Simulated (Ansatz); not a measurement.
Geometry optimisation, Ansatz, UKS B3LYP-D4/STO-3G.

Input file:

```yaml
crystal:
  periodic: [false, false, false]
  atoms:
    - { symbol: Si, position_ang: [-1.03668, 1.10208, -0.61269] }
    - { symbol: C, position_ang: [0.3211, 0.39644, 0.32889] }
    - { symbol: Si, position_ang: [0.85301, -1.31508, 0.45603] }
    - { symbol: H, position_ang: [-1.89577, 0.31784, -1.48317] }
    - { symbol: H, position_ang: [-1.34075, 2.52404, -0.60812] }
    - { symbol: H, position_ang: [0.88718, 1.10175, 0.92779] }
    - { symbol: H, position_ang: [1.99227, -1.72405, 1.26087] }
    - { symbol: H, position_ang: [0.21963, -2.40301, -0.26962] }
magnetization:
  spin_polarized: true
  initial_magnetization: 1
basis:
  gaussian: { orbitals: STO-3G }
hamiltonian:
  xc: b3lyp
  dispersion: d4
relax:
  f_tol: 0.015
  max_steps: 40
```

Run as:

```bash
$ ansatz run input.yaml --threads 1 --pin off --max-ram 2048MiB --backend cpu --events-out ev --progress --plain --runs-dir out
```

Where does it end, and by what steps?

It converged. Limits of this set-up: minimal basis. After 9 steps the energy has fallen by 0.373 eV; H5 moved furthest, 0.30 Å.

```csv
step,energy less start (eV),largest force component (eV/Å),accepted
0,0.0000,1.222,yes
1,-0.1261,0.494,yes
2,-0.1828,0.415,yes
3,-0.2052,2.557,yes
4,-0.2762,0.658,yes
5,-0.3578,0.226,yes
6,-0.3697,0.056,yes
7,-0.3716,0.077,yes
8,-0.3723,0.052,yes
9,-0.3726,0.004,yes
```

```xyz
8
Properties=species:S:1:pos:R:3
Si -1.181 1.023 -0.386
C 0.277 0.378 0.364
Si 0.651 -1.322 0.650
H -1.718 0.219 -1.465
H -1.104 2.420 -0.760
H 0.848 1.093 0.972
H 2.029 -1.585 1.009
H 0.197 -2.226 -0.385
```

Whether the end is a true minimum wasn't checked by a vibrational analysis.

Run time: 10 s on 1 thread of Intel(R) Xeon(R) 6975P-C (Granite Rapids) (shared host), peak memory 0.13 GiB.
